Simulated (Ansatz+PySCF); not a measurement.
# singlet C4H4: levels of theory in one basis

```xyz
8

C     0.6830    0.7450    0.0283
C    -0.6250    0.7681   -0.0209
C    -0.6391   -0.8156    0.0251
C     0.6426   -0.7757   -0.0425
H     1.4794    1.5517    0.0318
H    -1.4481    1.5922   -0.0305
H    -1.4277   -1.5743    0.0434
H     1.4240   -1.5500    0.0470
```

Basis set: def2-SVP (spherical functions). Correlated methods keep 4 orbitals frozen. Charge 0, multiplicity 1.

Computed with Ansatz (development build ahead of 0.2.0); each method stands on the lowest determinant of its kind that the runs found. NEVPT2 correlates all electrons. Active spaces start from the frontier orbitals, and the lowest solution found is given.

```csv
method,E − E(RHF) (eV),<S²> of the determinant
RHF,0.00,0.00
UHF,-0.50,0.84
RHF-MP2,-14.17,–
UHF-MP2,-13.35,0.84
RHF-CCSD(T),-15.84,–
"CASSCF(4,4)",-1.70,–
"SC-NEVPT2(4,4)",-14.66,–
```

What does RHF-CCSD give on the same scale?

-15.19 eV.

Is a single determinant a sound starting point here?

It is doubtful. Unrestricted orbitals lower Hartree–Fock by 0.50 eV and <S²> is 0.84 where a pure state has 0.00, a sign of strong static correlation. The CASSCF(4,4) natural occupations are 1.93, 1.86, 0.14, 0.07.

Caution for RHF, RHF-MP2, RHF-CCSD, RHF-CCSD(T): an unrestricted determinant lies well below. Caution for UHF, UHF-MP2: the unrestricted determinant is a mixture of spin states. Caution for UHF-MP2: a plain start can end on a higher determinant; another reference gives a lower total. Caution for CASSCF(4,4), SC-NEVPT2(4,4): other starts end on other solutions of this active space.
